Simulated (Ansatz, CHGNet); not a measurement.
Elastic constant C33 (GPa) of solids drawn from the class of elemental solids other than molecular ones, at two levels: the machine-learned potential CHGNet-r²SCAN (trained on r²SCAN data), and r²SCAN (Ansatz, a first-principles code, plane waves, PAW).

| solid | CHGNet-r²SCAN | r²SCAN | shift (%) |
|---|---|---|---|
| hcp Y | 25.1 | 76.3 | +204 |
| hcp Mg | 41.7 | 79.3 | +90 |
| hcp Cd | 34.4 | 41.6 | +21 |
| hcp Be | 179 | 403 | +125 |
| hcp Zr | 111 | 166 | +50 |
| hcp Os | 681 | 887 | +30 |
| hcp Ti | 139 | 191 | +37 |
| hcp Tl | 32.5 | 46.4 | +43 |
| hcp Sc | 84.3 | 94.3 | +11.9 |

The shifts run from +11.9 % to +204 %, with a median of +43 %.

Over all 9 rows r²SCAN is the larger in 9.

Ansatz's runs of these crystals have no spin polarisation. A magnetic state wasn't tried for hcp Y, hcp Ti, hcp Sc with meta-GGA or hybrid levels, which favour moments.

Spin–orbit coupling is left out, also for the solids with elements from indium on (hcp Os, hcp Tl); its size isn't shown.

Each level is taken at its own relaxed cell. Ansatz's density-functional and Hartree–Fock values are scalar-relativistic unless marked +SOC, with PAW data made under PBE.
